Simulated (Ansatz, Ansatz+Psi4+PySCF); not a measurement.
```xyz
5

C    -0.0029   -0.0458   -0.6317
N     0.0249   -0.0982    0.6485
H     0.0352    0.9194    1.0597
H    -0.0159   -0.9979   -1.1867
H    -0.0394    0.8813   -1.2322
```

Basis set: cc-pVTZ (spherical functions). Left uncorrelated: 2 orbitals. Charge 0, multiplicity 1.

Computed with Ansatz (development build ahead of 0.2.0); each method stands on the lowest determinant of its kind that the runs found. Restricted open shells among the atoms or ions are ROHF, correlated in semicanonical orbitals with singles.

Question: Give the atomization energy at this shape (free ground-state atoms in the same class of orbitals less the molecule, no zero-point energy) of singlet CH3N by RHF-MP2, RHF.

Answer:

```json
{"method": "RHF-MP2", "atomization energy": "18.52 eV"}
{"method": "RHF", "atomization energy": "12.96 eV"}
```
